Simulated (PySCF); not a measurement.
# HNO3 (nitric acid): levels of theory compared

Aim: a comparison of 6 runs (HF/3-21G, B3LYP/def2-SVPD, M06-L/def2-SVPD, PBE0/def2-SVPD, TPSS/def2-SVPD, CCSD(T)/def2-SVPD) of HNO3 (nitric acid). The job is set up through a Python script.

The calculation is run with PySCF 2.14.0.

2 further runs of the same task are left out: 2 set aside as unsound or not needed.

### 1 Starting point

HNO3: 5 atoms, total charge 0, spin state singlet. SMILES: `O=[N+]([O-])O`. The coordinates come from a GFN2-xTB relaxation. This is one conformer, not always the lowest.

Bond lengths: O1–N2 1.175 Å, N2–O3 1.185 Å, N2–O4 1.391 Å, O4–H5 0.973 Å. Angles: O1–N2–O3 130.4°, O1–N2–O4 114.4°, O3–N2–O4 115.3°, N2–O4–H5 111.0°.

### 2 The energy at HF/3-21G (run 1)

geometry.xyz reads:

```xyz
5
HNO3
O      1.318740    -0.318760     0.748000
N      0.260500    -0.302640     0.238440
O     -0.568430    -1.146740     0.163380
O     -0.063720     0.904390    -0.372480
H     -0.947090     0.863740    -0.777330
```

calc.py reads:

```python
from pyscf import gto

molecule = gto.M(
    atom='geometry.xyz',
    verbose=4,
    max_memory=1860,
    basis='3-21g',
    spin=0,
    charge=0,
)

hf = molecule.RHF()
hf.conv_tol = 1e-10
hf.kernel()
if not hf.converged:
    hf = hf.newton().run(hf.mo_coeff, hf.mo_occ)

energy = hf.e_tot
print(f'total energy: {energy:.8f} hartree')
```

Command:

```sh
$ OMP_NUM_THREADS=1 python calc.py
```

Log:

```text
PySCF version 2.14.0

[... 65 lines left out ...]
converged SCF energy = -277.823928858639
total energy: -277.82392886 hartree
```

It took 0.8 s on 1 thread of Arm Neoverse V1, shared host; peak memory 0.12 GiB.

### 3 The energy at B3LYP/def2-SVPD (run 2)

calc.py reads:

```python
# nitric acid
from pyscf import gto, dft

molecule = gto.M(
    atom=[
    ('O', (1.318740, -0.318760, 0.748000)),
    ('N', (0.260500, -0.302640, 0.238440)),
    ('O', (-0.568430, -1.146740, 0.163380)),
    ('O', (-0.063720, 0.904390, -0.372480)),
    ('H', (-0.947090, 0.863740, -0.777330)),
],
    verbose=3,
    charge=0,
    basis='def2-svpd',
    max_memory=1860,
    spin=0,
)

mf = dft.RKS(molecule)
mf.xc = 'b3lyp'
mf.conv_tol = 1e-10
mf.grids.level = 5
mf.kernel()
if not mf.converged:
    mf = mf.newton().run(mf.mo_coeff, mf.mo_occ)

energy = mf.e_tot
print('E(%s) = %.9f' % ('B3LYP', energy))
```

Command:

```sh
$ OMP_NUM_THREADS=1 python calc.py
```

Log:

```text
converged SCF energy = -280.695630573294
E(B3LYP) = -280.695630573
```

Wall time 15 s (1 thread of Arm Neoverse V1, shared host); peak memory 0.48 GiB.

Runs 3 to 5 aren't shown in full; the table further down has their settings and results.

### 4 The energy at CCSD(T)/def2-SVPD (run 6)

run.py reads:

```python
# nitric acid
from pyscf import gto, scf, cc

molecule = gto.M(
    atom='''
O        1.318740      -0.318760       0.748000
N        0.260500      -0.302640       0.238440
O       -0.568430      -1.146740       0.163380
O       -0.063720       0.904390      -0.372480
H       -0.947090       0.863740      -0.777330
''',
    max_memory=1860,
    verbose=3,
    basis='def2-svpd',
    charge=0,
)

hf = scf.RHF(molecule)
hf.conv_tol = 1e-10
hf.kernel()
if not hf.converged:
    hf = hf.newton().run(hf.mo_coeff, hf.mo_occ)

mycc = cc.CCSD(hf, frozen=4)
mycc.kernel()
e_t = mycc.ccsd_t()
e_final = mycc.e_tot + e_t
print(f'total energy: {e_final:.8f} hartree')
```

Command:

```sh
$ OMP_NUM_THREADS=1 python run.py
```

Log:

```text
converged SCF energy = -279.243419023424
E(CCSD) = -280.0061601849743  E_corr = -0.7627411615502342
CCSD(T) correction = -0.031577852900577
total energy: -280.03773804 hartree
```

Run time: 56 s. Hardware: 1 thread of Arm Neoverse V1, shared host; peak memory 0.61 GiB.

### 5 The series

```csv
run,level,integration grid,frozen core orbitals,energy (Eh),dipole moment (D) of the reference,HOMO energy (eV),LUMO energy (eV),wall time
1,HF/3-21G,–,–,-277.823929,2.85,-13.02,2.67,0.8 s
2,B3LYP/def2-SVPD,5,–,-280.695631,2.45,-9.38,-2.38,15 s
3,M06-L/def2-SVPD,5,–,-280.667943,2.39,-8.15,-2.85,31 s
4,PBE0/def2-SVPD,5,–,-280.408862,2.46,-9.66,-2.03,15 s
5,TPSS/def2-SVPD,5,–,-280.740090,2.36,-7.87,-2.96,32 s
6,CCSD(T)/def2-SVPD,–,4,-280.037738,2.76,-13.79,2.15,56 s
```

### 6 Summary of results

```
                                          quantity          value
                               run 6: total energy  -280.03774 Eh
       run 6: dipole moment (Hartree–Fock density)         2.76 D
        run 6: HOMO energy (Hartree–Fock orbitals)      -13.79 eV
        run 6: LUMO energy (Hartree–Fock orbitals)        2.15 eV
      run 6: HOMO–LUMO gap (Hartree–Fock orbitals)       15.94 eV
run 6: correlation energy (4 core orbitals frozen)     -794.3 mEh
                             run 6: (T) correction     -31.58 mEh
                              run 6: T1 diagnostic          0.019
```

What this shows: Over runs 1, 2, 3, 4, 5 the dipole moment (its size) runs from 2.36 D (TPSS/def2-SVPD) to 2.85 D (HF/3-21G). The two ends differ in method and basis. Over runs 1, 2, 3, 4, 5 the HOMO–LUMO gap runs from 4.91 eV (TPSS/def2-SVPD) to 15.68 eV (HF/3-21G). Totals of different functionals can't be ranked against each other. All runs together took 2.5 min, the longest 56 s.
